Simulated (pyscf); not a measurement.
## Four-centre exchange: `[SiH2]=[S]` + `[SH2]` -> `[S]=[SiH][SH]` + `[H][H]`

Gas phase, singlet surface, charge 0. Bonds broken: Si2–H3, S5–H6. Bonds formed: Si2–S5, H3–H6. Optimised with ωB97X-D3(BJ)/def2-SVP in PySCF.

Transition state (Å):

```xyz
7

S      1.6943     0.3905    -0.8950
Si    -0.1400     0.4733    -0.2500
H     -0.3850     0.1493     1.3461
H     -1.1980     1.5054    -0.3752
S     -1.4896    -1.3764    -0.4769
H     -0.9712    -0.6442     0.9089
H     -0.4323    -2.2147    -0.4515
```

One imaginary mode, 1296i cm⁻¹; descent along it reached the two sides named, in the forms told below.

```json
[
 {"bond": "Si2–H3", "change": "breaks", "reactant side (Å)": "1.493", "saddle": "1.647", "product side": "3.0"},
 {"bond": "S5–H6", "change": "breaks", "reactant side (Å)": "1.349", "saddle": "1.651", "product side": "3.4"},
 {"bond": "Si2–S5", "change": "forms", "reactant side (Å)": "2.6", "saddle": "2.301", "product side": "2.100"},
 {"bond": "H3–H6", "change": "forms", "reactant side (Å)": "3.2", "saddle": "1.079", "product side": "0.761"}
]
```

Electronic energies relative to the separated reactants (kJ/mol):

```json
[
 {"level": "ωB97X-D3(BJ)/def2-TZVP", "barrier": "53.0", "reaction energy": "-83.2", "reverse barrier": "136.2"},
 {"level": "PBE/def2-TZVP", "barrier": "29.2", "reaction energy": "-74.6", "reverse barrier": "103.8"},
 {"level": "r²SCAN/def2-TZVP", "barrier": "31.6", "reaction energy": "-79.5", "reverse barrier": "111.2"},
 {"level": "B3LYP-D3(BJ)/def2-TZVP", "barrier": "58.3", "reaction energy": "-71.8", "reverse barrier": "130.1"},
 {"level": "PBE0-D3(BJ)/def2-TZVP", "barrier": "33.9", "reaction energy": "-75.5", "reverse barrier": "109.3"},
 {"level": "M06-2X/def2-TZVP", "barrier": "59.9", "reaction energy": "-74.7", "reverse barrier": "134.7"},
 {"level": "ωB97M-D3(BJ)/def2-TZVP", "barrier": "64.0", "reaction energy": "-67.2", "reverse barrier": "131.2"},
 {"level": "HF/def2-TZVP", "barrier": "144.8", "reaction energy": "-44.4", "reverse barrier": "189.2"}
]
```

With ωB97M-D3(BJ)/def2-TZVP energies and thermal terms (ideal gas, 1 atm, RRHO with modes under 100 cm⁻¹ raised to 100, one conformer, R ln 2 for chiral ones without a mode under 150 cm⁻¹), in kJ/mol:

```csv
T (K),ΔH‡,ΔG‡,ΔH,ΔG
298,63.3,106.7,-71.0,-62.6
600,63.5,151.0,-66.4,-56.0
900,66.0,194.2,-62.8,-51.6
1200,69.0,236.5,-60.5,-48.2
```

On the reactant side the descent ends in an adduct with a S–Si contact, 56.5 kJ/mol under the separated species and 109.5 kJ/mol under the saddle at ωB97X-D3(BJ)/def2-TZVP. What is counted as formed (S–Si) is already present as a longer contact in the reactant adduct; forming that adduct is a step of its own. The same reactants have a lower exit, to HS–SiH₂–SH (barrier -14.4 kJ/mol at ωB97M-D3(BJ)/def2-TZVP, against +64.0 kJ/mol here). One saddle was located; it need not be the lowest between these sides.
